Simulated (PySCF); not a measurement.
# Basis-set dependence of excited states

Compound: 1-buten-3-yne, C4H4.
Atom-mapped SMILES: `[CH:1]#[C:2][CH:3]=[CH2:4]` (hydrogens: H5 on C1; H6 on C3; H7, H8 on C4)

TDDFT with PBE0 (PySCF), vertical singlets, core orbitals frozen in the response, spherical d and f functions. Geometry: PBE0-D3(BJ)/def2-SVP; no solvent, vibrations or thermal averaging.

| basis | functions | diffuse | S1 (eV) | S2 (eV) | S3 (eV) | S4 (eV) | S5 (eV) | LUMO (eV) | α (au) |
| --- | --- | --- | --- | --- | --- | --- | --- | --- | --- |
| 6-31G* | 64 | no | 5.34 | 5.79 | 6.39 | 7.91 | 8.22 | -0.57 | 38.7 |
| def2-SVP | 76 | no | 5.31 | 5.75 | 6.33 | 7.83 | 8.02 | -0.87 | 41.6 |
| 6-31+G* | 80 | yes | 5.26 | 5.54 | 6.01 | 6.80 | 7.07 | -1.02 | 46.9 |
| def2-SVPD | 112 | yes | 5.26 | 5.61 | 6.16 | 7.15 | 7.63 | -1.05 | 50.1 |
| aug-cc-pVDZ | 128 | yes | 5.22 | 5.50 | 5.94 | 6.46 | 6.79 | -1.10 | 51.7 |
| def2-TZVP | 148 | no | 5.24 | 5.58 | 6.18 | 7.62 | 7.93 | -1.04 | 47.9 |
| def2-TZVPD | 184 | yes | 5.22 | 5.54 | 6.03 | 6.75 | 7.23 | -1.09 | 51.7 |
| aug-cc-pVTZ | 276 | yes | 5.21 | 5.49 | 5.93 | 6.44 | 6.75 | -1.12 | 52.1 |

Q: How much do these states and the polarisability depend on the basis?

A: States are compared by their number. Against the largest diffuse basis here (aug-cc-pVTZ, itself not a converged limit), sets without diffuse functions differ by up to 0.13 eV in S1 and 1.47 eV in S5; the smaller diffuse sets differ by up to 0.05 and 0.88 eV. State by state, the largest deviation of a set without diffuse functions is S1 0.13, S2 0.31, S3 0.46, S4 1.47, S5 1.47 eV. The same number needn't mean the same state in each row. Against aug-cc-pVTZ the polarisability deviates by -26% in 6-31G*, -20% in def2-SVP, -10% in 6-31+G*, -4% in def2-SVPD, -1% in aug-cc-pVDZ, -8% in def2-TZVP, -1% in def2-TZVPD. A single + in a Pople set puts diffuse functions on heavy atoms only.
